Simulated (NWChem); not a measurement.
**One shape, several levels: triplet NH3**

We compute a comparison of 6 runs (UHF/3-21G, UHF/def2-TZVPPD, UM06-2X/def2-TZVPPD, UPBE0/def2-TZVPPD, UB3LYP/6-31G*, UB3LYP/def2-TZVPPD) of triplet NH3. 

Program for the calculation: NWChem 7.3.0.

18 further runs of the same task are left out: 18 set aside as unsound or not needed. Runs told in other sessions of the task aren't counted.

## (1) The molecule

NH3 has 4 atoms, charge 0, and is taken as a triplet. As SMILES of the parent species, `N`. Geometry: relaxed at PBE0-D4/def2-TZVP. That shape belongs to the parent species and isn't relaxed for this state.

Bond lengths: N1–H2 1.013 Å, N1–H3 1.013 Å, N1–H4 1.013 Å. Angles: H2–N1–H3 107.1°, H2–N1–H4 107.1°, H3–N1–H4 107.1°.

## (2) A single-point energy at UHF/3-21G (run 1)

mol.nw

```
start mol
memory 2200 mb
charge 0

geometry units angstroms noautosym nocenter noautoz
  N    -0.069910    0.249470    0.110930
  H     0.490470   -0.301820    0.749180
  H    -0.887480   -0.301940   -0.118910
  H     0.466920    0.354280   -0.741200
end

basis spherical bse
  N library 3-21G
  H library 3-21G
end

scf
  triplet
  uhf
  thresh 1e-08
  maxiter 80
end

task scf energy
```

On the command line:

```console
$ nwchem mol.nw > mol.out
```

What it wrote:

```text
[...]
  functions       =    15
[...]
  wavefunction    = UHF
[...]
         Total SCF energy =    -55.600721600800
      One electron energy =    -98.012131664623
      Two electron energy =     30.461870186858
 Nuclear repulsion energy =     11.949539876964
                       Sz =      1.0000
                 Sz(Sz+1) =      2.0000
                      S^2 =      2.0019
[...]
```

Run time: 0.69 s. Hardware: 1 thread of Intel Xeon 6975P-C (Granite Rapids), shared host; peak memory 0.1 GiB.

## (3) The energy at UHF/def2-TZVPPD (run 2)

struct.nw

```
echo
start struct
memory total 2200 mb
geometry noautosym nocenter noautoz
  N    -0.069910    0.249470    0.110930
  H     0.490470   -0.301820    0.749180
  H    -0.887480   -0.301940   -0.118910
  H     0.466920    0.354280   -0.741200
end
basis spherical bse
  * library def2-TZVPPD
end
scf
  triplet
  uhf
  thresh 1e-08
  maxiter 80
  print low
end
task scf energy
```

On the command line:

```console
$ nwchem struct.nw > struct.out
```

What it wrote:

```text
[...]
  functions       =    88
[...]
  wavefunction    = UHF
[...]
         Total SCF energy =    -56.022207732164
      One electron energy =    -97.858663307887
      Two electron energy =     29.886915698760
 Nuclear repulsion energy =     11.949539876964
                       Sz =      1.0000
                 Sz(Sz+1) =      2.0000
                      S^2 =      2.0067
[...]
```

Run time: 9.3 s. Hardware: 1 thread of Intel Xeon 6975P-C (Granite Rapids), shared host; peak memory 0.1 GiB.

Run 3 isn't shown in full; the table further down has it.

## (4) The energy at UPBE0/def2-TZVPPD (run 4)

job.nw

```
start job
title "H3N"
memory stack 880 mb heap 220 mb global 1100 mb
charge 0

geometry units angstroms noautosym nocenter noautoz
   N    -0.069910    0.249470    0.110930
   H     0.490470   -0.301820    0.749180
   H    -0.887480   -0.301940   -0.118910
   H     0.466920    0.354280   -0.741200
end

basis spherical bse
   N library def2-TZVPPD
   H library def2-TZVPPD
end

dft
   xc pbe0
   mult 3
   grid xfine
   convergence energy 1e-08
   maxiter 100
   mulliken
   print low
end

task dft energy
```

On the command line:

```console
$ nwchem job.nw > job.out
```

What it wrote:

```text
[...]
 d= 0,ls=0.0,diis     1    -56.2499895316 -6.82D+01  2.42D-01  9.12D-02     2.8
[...]
 d= 0,ls=0.0,diis     9    -56.2871277793 -1.22D-09  5.70D-06  1.11D-09    24.0
[...]
         Total DFT energy =      -56.287127779252
      One electron energy =      -98.009048778897
           Coulomb energy =       37.592489615384
    Exchange-Corr. energy =       -7.820108492704
 Nuclear repulsion energy =       11.949539876964
[...]
      Total Density - Mulliken Population Analysis
     ---------------------------------------------
    Atom       Charge   Shell Charges
 -----------   ------   -------------------------------------------------------
    1 N    7     9.30   0.82  1.15  0.60  0.82  0.58  1.87  1.49  1.47  0.47  0.00  0.01  0.01  0.00
    2 H    1     0.23   0.25  0.36 -0.51  0.02  0.05  0.05  0.00
    3 H    1     0.23   0.25  0.36 -0.51  0.02  0.05  0.05  0.00
    4 H    1     0.23   0.25  0.36 -0.51  0.02  0.05  0.05  0.00
[...]
      <S2> =      2.0024 (Exact =     2.0000)
[...]
```

It took 25 s on 1 thread of Intel Xeon 6975P-C (Granite Rapids), shared host; peak memory 0.13 GiB.

Run 5 isn't shown in full; the table further down has it.

## (5) The energy at UB3LYP/def2-TZVPPD (run 6)

mol.nw

```
start mol
memory 2200 mb

geometry units angstrom noautosym nocenter noautoz
  N    -0.069910    0.249470    0.110930
  H     0.490470   -0.301820    0.749180
  H    -0.887480   -0.301940   -0.118910
  H     0.466920    0.354280   -0.741200
end

basis spherical bse
  * library def2-TZVPPD
end

dft
  xc b3lyp
  mult 3
  grid xfine
  convergence energy 1e-08
  iterations 100
  mulliken
  print medium
end

task dft
```

On the command line:

```console
$ nwchem mol.nw > mol.out
```

What it wrote:

```text
[...]
          Wavefunction type:  spin polarized.
          No. of atoms     :     4
          No. of electrons :    10
[...]
          Charge           :     0
          Spin multiplicity:     3
[...]
          AO basis - number of functions:    88
[...]
              XC Information
              --------------
                         B3LYP Method XC Potential
                     Hartree-Fock (Exact) Exchange  0.200
                        Slater Exchange Functional  0.800 local
                    Becke 1988 Exchange Functional  0.720 non-local
              Lee-Yang-Parr Correlation Functional  0.810
                  VWN I RPA Correlation Functional  0.190 local
[...]
 d= 0,ls=0.0,diis     1    -56.3197767870 -6.83D+01  2.60D-01  1.11D-01     2.8
[...]
 d= 0,ls=0.0,diis     9    -56.3590093548 -6.94D-10  4.46D-06  6.17D-10    20.5
[...]
         Total DFT energy =      -56.359009354823
      One electron energy =      -98.042377651571
           Coulomb energy =       37.629099809649
    Exchange-Corr. energy =       -7.895271389866
 Nuclear repulsion energy =       11.949539876964
[...]
      Total Density - Mulliken Population Analysis
     ---------------------------------------------
    Atom       Charge   Shell Charges
 -----------   ------   -------------------------------------------------------
    1 N    7     9.27   0.82  1.15  0.62  0.78  0.66  1.83  1.51  1.38  0.49  0.00  0.01  0.02 -0.00
    2 H    1     0.24   0.26  0.37 -0.51  0.02  0.05  0.05  0.00
    3 H    1     0.24   0.26  0.37 -0.51  0.02  0.05  0.05  0.00
    4 H    1     0.24   0.26  0.37 -0.51  0.02  0.05  0.05  0.00
[...]
      <S2> =      2.0020 (Exact =     2.0000)
[...]
```

Wall time 21 s (1 thread of Intel Xeon 6975P-C (Granite Rapids), shared host); peak memory 0.13 GiB.

## (6) The series

```csv
run,level,iteration cap,module,energy (Eh),⟨S²⟩,wall time
1,UHF/3-21G,80,scf,-55.600722,2.002,0.69 s
2,UHF/def2-TZVPPD,80,scf,-56.022208,2.007,9.3 s
3,UM06-2X/def2-TZVPPD,100,dft,-56.311031,2.004,40 s
4,UPBE0/def2-TZVPPD,100,dft,-56.287128,2.002,25 s
5,UB3LYP/6-31G* (Cartesian functions),100,dft,-56.279579,2.001,4.8 s
6,UB3LYP/def2-TZVPPD,100,dft,-56.359009,2.002,21 s
```

## (7) Summary of results

| quantity | value |
| --- | --- |
| run 6: total energy | -56.35901 Eh |
| run 6: dipole moment | 0.59 D |
| run 6: HOMO energy (highest over α and β) | -2.71 eV |
| run 6: ⟨S²⟩ | 2.002 |

Over runs 1, 5, 6 the dipole moment (its size) runs from 0.27 D (UHF/3-21G) to 0.59 D (UB3LYP/def2-TZVPPD). The two ends differ in method and basis. Totals of different functionals can't be ranked against each other. All runs together took 1.7 min, the longest 40 s.
